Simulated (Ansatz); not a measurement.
A calculation with Ansatz (development build ahead of 0.2.0).

```yaml
crystal:
  periodic: [false, false, false]
  atoms:
    - { symbol: C, position_ang: [0.0, 0.0, 0.0] }
    - { symbol: Cl, position_ang: [0.0, 0.0, 3.654] }
basis:
  gaussian: { orbitals: pcseg-2 }
magnetization:
  initial_magnetization: 1
hamiltonian:
  xc: pbe0
```

The input is written out in the form of the current development build from the run's settings.

The run gave:

```json
{
 "Converged": "yes",
 "Total energy": "-497.76945 hartree",
 "Spin squared of the determinant": "0.750",
 "Stability test": "minimum among restricted orbitals"
}
```

Caution: stretched shape with no unrestricted run beside it, a lower state can exist; charge can spread falsely over distant fragments.
